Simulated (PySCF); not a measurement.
## CF⁻: from constants to spectrum

UHF-CCSD(T) constants of CF⁻, ³Σ⁻ (triplet), unpaired electrons π ↑↑ (PySCF, no relativity, basis sets C aug-pcseg-1, F aug-pcseg-1; masses 12.0000 and 18.9984 u):

* ωe: 708.2 cm⁻¹
* ωexe: 8.27 cm⁻¹
* Be: 1.05 cm⁻¹
* αe: 0.0206 cm⁻¹
* D (centrifugal): 9.23e-06 cm⁻¹
* De to C + F⁻: 2.42 eV

(1) Give the vibrational terms G(v) and spacings up to v = 6.

(2) How well does the Morse estimate ωe²/(4ωexe) reproduce De, and what is D0?

Correlated steps freeze 2 core orbitals. Correlated levels converge slowly with the basis: in double zeta they bind strong bonds too weakly, by up to about 1 eV, and carry superposition errors of some tenths. For an ion De counts to the pair picked by the measured ionisation energies or electron affinities, which need not be the lowest pair at this level. The state is the lowest determinant that a PBE0 search found; another state may lie lower at other levels.

Results:

(1) G(v) = ωe(v+½) − ωexe(v+½)².

```tsv
v	G(v) (cm⁻¹)	G(v) − G(v−1)	Bv (cm⁻¹)
0	352		1.040
1	1044	692	1.019
2	1719	675	0.999
3	2377	659	0.978
4	3019	642	0.957
5	3645	626	0.937
6	4254	609	0.916
```

(2) It gives 1.88 eV, 78 % of the computed De. D0 = De − G(0) = 2.42 − 0.04 = 2.38 eV.
